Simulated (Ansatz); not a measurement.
# B₂NH₅: one structure at several levels

Aim: energy, forces and dipole at a structure displaced at random from a GFN2-xTB minimum, from CCSD(T) and from density functionals.

Computed with Ansatz 0.2.0, Gaussian basis. Level: single points in def2-TZVPP.

Cores are frozen in the correlated methods.

### 1 Where the work starts

SMILES `BNB`, 8 atoms, charge 0, spin multiplicity 1.

Atoms are counted from 1 here; the program's logs count them from 0.

Bond lengths: B1–N2 1.375 Å, B1–H4 1.137 Å, B1–H5 1.165 Å, N2–B3 1.401 Å, N2–H6 1.096 Å, B3–H7 1.065 Å, B3–H8 1.253 Å. Angles: N2–B1–H4 119.1°, N2–B1–H5 116.9°, H4–B1–H5 124.0°, B1–N2–B3 132.6°, B1–N2–H6 114.8°, B3–N2–H6 112.6°, N2–B3–H7 123.0°, N2–B3–H8 112.0°, H7–B3–H8 124.1°.

Geometry (Å):

```mol
B2H5N
  3D, bonds by distance, orders not assigned

  8  7  0  0  0  0  0  0  0  0999 V2000
   -0.7960    0.6324   -0.7080 B   0  0
    0.2490    0.3178    0.1281 N   0  0
    0.7574   -0.9030    0.5916 B   0  0
   -1.4712   -0.2002   -1.0883 H   0  0
   -0.9197    1.7542   -0.9974 H   0  0
    0.8147    1.1790    0.5024 H   0  0
    1.5700   -0.9703    1.2772 H   0  0
    0.0269   -1.8691    0.2703 H   0  0
  1  2  8  0
  1  4  8  0
  1  5  8  0
  2  3  8  0
  2  6  8  0
  3  7  8  0
  3  8  8  0
M  END
```

### 2 CCSD(T)/def2-TZVPP

run/in.yaml

```yaml
crystal:
  periodic: [false, false, false]
  atoms:
    - {symbol: B, position_ang: [-0.796000, 0.632400, -0.708000]}
    - {symbol: N, position_ang: [0.249000, 0.317800, 0.128100]}
    - {symbol: B, position_ang: [0.757400, -0.903000, 0.591600]}
    - {symbol: H, position_ang: [-1.471200, -0.200200, -1.088300]}
    - {symbol: H, position_ang: [-0.919700, 1.754200, -0.997400]}
    - {symbol: H, position_ang: [0.814700, 1.179000, 0.502400]}
    - {symbol: H, position_ang: [1.570000, -0.970300, 1.277200]}
    - {symbol: H, position_ang: [0.026900, -1.869100, 0.270300]}
basis:
  gaussian: {orbitals: def2-TZVPP}
correlation: {method: ccsd_t}
output: {forces: true}
```

No record of the launch command was kept for these runs.

### 3 PBE0-D4/def2-TZVPP

run/in.yaml: that of step 2 with these lines changed.

```diff
@@ -13,3 +13,3 @@
   gaussian: {orbitals: def2-TZVPP}
-correlation: {method: ccsd_t}
-output: {forces: true}
+hamiltonian: {xc: pbe0, dispersion: d4}
+output: {forces: true, orbitals: {seedname: orbitals}}
```

### 4 wB97M-V/def2-TZVPP

run/in.yaml: that of step 3 with these lines changed.

```diff
@@ -13,3 +13,3 @@
   gaussian: {orbitals: def2-TZVPP}
-hamiltonian: {xc: pbe0, dispersion: d4}
-output: {forces: true, orbitals: {seedname: orbitals}}
+hamiltonian: {xc: {name: wB97M-V}}
+output: {forces: true}
```

### 5 r2SCAN-D4/def2-TZVPP

run/in.yaml: that of step 4 with these lines changed.

```diff
@@ -13,3 +13,3 @@
   gaussian: {orbitals: def2-TZVPP}
-hamiltonian: {xc: {name: wB97M-V}}
+hamiltonian: {xc: r2scan, dispersion: d4}
 output: {forces: true}
```

### 6 PBE-D4/def2-TZVPP

run/in.yaml: that of step 5 with these lines changed.

```diff
@@ -13,3 +13,3 @@
   gaussian: {orbitals: def2-TZVPP}
-hamiltonian: {xc: r2scan, dispersion: d4}
+hamiltonian: {xc: pbe, dispersion: d4}
 output: {forces: true}
```

### 7 HSE06-D4/def2-TZVPP

run/in.yaml: that of step 6 with these lines changed.

```diff
@@ -13,3 +13,3 @@
   gaussian: {orbitals: def2-TZVPP}
-hamiltonian: {xc: pbe, dispersion: d4}
+hamiltonian: {xc: hse06, dispersion: d4}
 output: {forces: true}
```

### 8 BHLYP-D4/def2-TZVPP

run/in.yaml: that of step 7 with these lines changed.

```diff
@@ -13,3 +13,3 @@
   gaussian: {orbitals: def2-TZVPP}
-hamiltonian: {xc: hse06, dispersion: d4}
+hamiltonian: {xc: {name: BHLYP}, dispersion: d4}
 output: {forces: true}
```

(Steps that only read results are left out.)

Q: Predict the outcome of this session. Wanted: energy less free atoms, CCSD(T)/def2-TZVPP; RMS force component; RMS force error; HOMO and LUMO, PBE0-D4; T1 diagnostic.

**Answer**, as computed:

| quantity | value |
| --- | --- |
| energy less free atoms, CCSD(T)/def2-TZVPP | -28.777 eV |
| RMS force component | 1.816 to 1.906 eV/Å over the methods |
| RMS force error | PBE0-D4 0.143, wB97M-V 0.092, r2SCAN-D4 0.118, PBE-D4 0.171, HSE06-D4 0.143, BHLYP-D4 0.193 eV/Å |
| HOMO and LUMO, PBE0-D4 | -9.07 and -1.37 eV |
| T1 diagnostic | 0.011 |

Against CCSD(T) the functionals' energies less atoms differ by -1.248 to -0.630 eV, PBE-D4 by -1.248 eV. CCSD(T) in triple zeta still lacks some correlation energy of the bonds, so part of these gaps is its own basis error and they don't rank the functionals. On forces the order runs from wB97M-V to BHLYP-D4. Frozen-core CCSD(T) forces in triple zeta carry basis errors of their own, and this is one geometry, so small gaps rank nothing.
